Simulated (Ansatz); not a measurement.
## How the LO phonon frequency at X of zinc-blende BP moves with the method

No measured value is used here.

```csv
level (code),value (cm⁻¹),cell (Å³/atom)
LDA (Ansatz),804,11.32
BLYP (Ansatz),(withheld),12.13
PBE (Ansatz),(withheld),11.76
revPBE (Ansatz),774,11.92
RPBE (Ansatz),771,11.97
PBE-D3(BJ) (Ansatz),803,11.45
r²SCAN (Ansatz),800,11.67
r²SCAN+rVV10 (Ansatz),803,11.63
HSE06 (Ansatz),817,11.57
PBE0 (Ansatz),819,11.57
```

**Question.** What belongs in the gaps?

**Answer.** 
- BLYP (Ansatz, an electronic-structure program), value (cm⁻¹): 756
- PBE (Ansatz), value (cm⁻¹): 781

PBE-D3(BJ): the dispersion coefficients are held fixed in the derivatives. Each level is taken at its own relaxed cell. Cutoffs and k meshes differ between the levels. Ansatz's density-functional and Hartree–Fock values are scalar-relativistic unless marked +SOC, with PAW data made under PBE.
